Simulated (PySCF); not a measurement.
Compound: C₅H₁₂O.
Atom-mapped SMILES: `[CH3:1][C:2]([CH3:3])([CH3:4])[CH2:5][OH:6]` (hydrogens: H7, H8, H9 on C1; H10, H11, H12 on C3; H13, H14, H15 on C4; H16, H17 on C5; H18 on O6)

Level of theory: PySCF, PBE0-D3(BJ)/def2-TZVP geometry optimisation, gas phase.

List the bond lengths, angles and torsions at this level.

```tsv
bond	length (bohr)	order
C1–C2, C2–C3, C2–C4	2.882	single
C2–C5	2.892	single
C5–O6	2.666	single
C1–H7 and 8 like bonds	2.066	single
C5–H16, C5–H17	2.073	single
O6–H18	1.814	single
```

Bonds in one row agree within 0.02 bohr and their mean is given. Orders are formal, as drawn. A selection of angles:
```tsv
angle	degrees
C2–C1–H7	110.7
H7–C1–H8	107.7
C1–C2–C3	109.9
C1–C2–C5	109.8
C4–C2–C5	107.7
C2–C5–O6	114.5
C2–C5–H16	109.2
O6–C5–H16	105.7
O6–C5–H17	110.8
H16–C5–H17	107.3
C5–O6–H18	108.3
```

Dihedral angles: C1–C2–C5–O6 61° (synclinal); H18–O6–C5–C2 -69° (synclinal). The mirror-image conformer, all signs reversed, is as good.

Of the pairs four or more bonds apart, C1···H18 is among the closest relative to their van der Waals radii: 2.69 Å, 93 % of the sum of Bondi's values.

PBE0-D3(BJ)/def2-TZVP frequencies: not computed here. One conformer, not necessarily the lowest (C2–C5–O6–H -69°).
